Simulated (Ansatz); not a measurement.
# AlNH4 + PH3: a complex and its separated parts

The complex below is one end of an elementary step. How strongly is it bound against its free parts?

The runs use Ansatz 0.2.0, Gaussian basis; PBE0-D4/def2-TZVP structures, single points in def2-TZVPP, no counterpoise correction.

Levels: SPW92, PBE-D4, BLYP-D4, r2SCAN-D4, B97M-V, PBE0-D4, B3LYP-D4, r2SCAN0-D4, BHLYP-D4, CAM-B3LYP-D4, wB97X-V, wB97M-V, B2PLYP, PBE-QIDH, RPA on PBE, Hartree-Fock, MP2, CCSD, CCSD(T).

Cores are frozen in the correlated methods. B3LYP uses VWN-RPA correlation. B2PLYP carries no dispersion term here.

79 further runs of the same task are left out: 1 that didn't finish, 78 set aside as unsound or not needed.

## 1. The starting structure

The complex: 10 atoms, charge 0, spin multiplicity 1.

Atoms are counted from 1 here; the program's logs count them from 0.

Bond lengths: Al1–N2 1.792 Å, Al1–H3 1.595 Å, Al1–H4 1.595 Å, Al1–P6 2.599 Å, N2–H7 1.006 Å, N2–H8 1.007 Å, H5–P6 1.411 Å, P6–H9 1.411 Å, P6–H10 1.413 Å. Angles: N2–Al1–H3 117.0°, N2–Al1–H4 117.0°, N2–Al1–P6 98.3°, H3–Al1–H4 121.8°, H3–Al1–P6 96.2°, H4–Al1–P6 96.2°, Al1–N2–H7 124.7°, Al1–N2–H8 124.7°, H7–N2–H8 110.1°, Al1–P6–H5 116.4°, Al1–P6–H9 116.3°, Al1–P6–H10 125.8°, H5–P6–H9 97.6°, H5–P6–H10 97.7°, H9–P6–H10 97.7°.

Coordinates:

```xyz
10

Al   -0.59669    0.22004   -1.04157
N     0.61530    1.52760   -0.85810
H    -0.23867   -0.96178   -2.05169
H    -2.10502    0.57225   -0.65935
H    -0.15181   -0.37832    2.34148
P    -0.05867   -1.09889    1.13217
H     0.43155    2.42552   -0.44217
H     1.53530    1.51704   -1.26623
H     1.27204   -1.54322    1.28112
H    -0.70323   -2.28015    1.56445
```

Its parts: AlNH4 holds atoms 1, 2, 3, 4, 7, 8; PH3 holds atoms 5, 6, 9, 10. Each part counts its atoms afresh in its own runs.

## 2. Relaxing AlNH4 alone

Contents of relax-a/in.yaml:

```yaml
crystal:
  periodic: [false, false, false]
  atoms:
    - {symbol: Al, position_ang: [-0.596690, 0.220044, -1.041573]}
    - {symbol: N, position_ang: [0.615300, 1.527599, -0.858100]}
    - {symbol: H, position_ang: [-0.238671, -0.961782, -2.051690]}
    - {symbol: H, position_ang: [-2.105017, 0.572247, -0.659347]}
    - {symbol: H, position_ang: [0.431545, 2.425525, -0.442172]}
    - {symbol: H, position_ang: [1.535300, 1.517044, -1.266233]}
basis:
  gaussian: {orbitals: def2-TZVP}
hamiltonian: {xc: pbe0, dispersion: d4}
relax: {f_tol: 0.005, max_steps: 200}
```

Run with:

```sh
$ ansatz run in.yaml --threads 2 --pin off --events-out ev --progress --plain --max-ram 4352MiB
```

After this run come: Relaxing PH3 alone; SPW92/def2-TZVPP; PBE-D4/def2-TZVPP; BLYP-D4/def2-TZVPP; r2SCAN-D4/def2-TZVPP; B97M-V/def2-TZVPP; PBE0-D4/def2-TZVPP; B3LYP-D4/def2-TZVPP; r2SCAN0-D4/def2-TZVPP; BHLYP-D4/def2-TZVPP; CAM-B3LYP-D4/def2-TZVPP; wB97X-V/def2-TZVPP; wB97M-V/def2-TZVPP; B2PLYP/def2-TZVPP; PBE-QIDH/def2-TZVPP; RPA on PBE/def2-TZVPP; CCSD(T)/def2-TZVPP; Vibrations of AlNH4; Vibrations of PH3.

Before running it: what results should come out? Wanted: complex less parts, CCSD(T)/def2-TZVPP; with zero-point energy; largest T1 diagnostic.

As calculated:

```
                              quantity         value
complex less parts, CCSD(T)/def2-TZVPP  -32.3 kJ/mol
                with zero-point energy  -25.7 kJ/mol
                 largest T1 diagnostic         0.014
```

What this shows: At CCSD(T) the complex lies 32.3 kJ/mol below its parts. The functionals run from BLYP-D4, off by +0.7 kJ/mol, to SPW92, off by -22.4 kJ/mol, against CCSD(T). By rung, the mean size of the error is: LDA 22.4, GGA 5.3, meta-GGA 6.0, hybrid 8.5, range-separated hybrid 3.6, double hybrid 6.5 kJ/mol. PBE-D4 gives a relative energy 10.0 kJ/mol too low, outside chemical accuracy (1 kcal/mol, 4.2 kJ/mol). No counterpoise was applied, and triple zeta lacks some correlation, so the CCSD(T) reference has a basis error of its own, and close matches with it are partly luck.
